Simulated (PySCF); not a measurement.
CO⁺: frontier orbitals

B97-3 at R = 1.110 Å; PySCF, no relativity, basis sets C cc-pVTZ, O cc-pVTZ. State: ²Σ⁺ (doublet), unpaired electrons σ ↑. Only the outer orbitals are listed, counted within each symmetry.

```
spin  orbital  occ.  ε (eV)  on C (%)         main shells (%)
   α       3σ     1  -43.80        34  57 O s, 19 C s, 13 C p
   α       4σ     1  -26.93        41  36 C s, 36 O p, 23 O s
   α       1π     1  -23.99        38          62 O p, 36 C p
   α       1π     1  -23.99        38          62 O p, 36 C p
   α       5σ     1  -23.97        67  41 C p, 26 C s, 25 O p
   α       2π     0  -11.20        67          64 C p, 32 O p
   α       2π     0  -11.20        67          64 C p, 32 O p
   β       3σ     1  -43.56        33  60 O s, 18 C s, 13 C p
   β       4σ     1  -25.93        18  54 O p, 28 O s, 17 C s
   β       1π     1  -23.87        30          70 O p, 27 C p
   β       1π     1  -23.87        30          70 O p, 27 C p
   β       5σ     0  -17.58        93          57 C s, 36 C p
   β       2π     0  -10.05        76          74 C p, 24 O p
   β       2π     0  -10.05        76          74 C p, 24 O p
```

**Question.** Which are the highest filled and the lowest empty level, where do they sit, and how wide is the gap?

**Answer.** Highest filled β 1π at -23.87 eV (in %: 70 O p, 27 C p); lowest empty β 5σ at -17.58 eV (in %: 57 C s, 36 C p); the gap at B97-3 is 6.29 eV.

The bond order (Mayer) is 2.87, the ⟨S²⟩ is 0.767 and the charge on C (Mulliken, basis-dependent) is 0.73. The charge on C (Löwdin, basis-dependent) is 0.58 and the dipole moment (positive dipole points towards O; it is taken about the centre of mass and depends on that origin) is -2.75 D.

The state is the lowest determinant that a PBE0 search found; another state may lie lower at other levels.
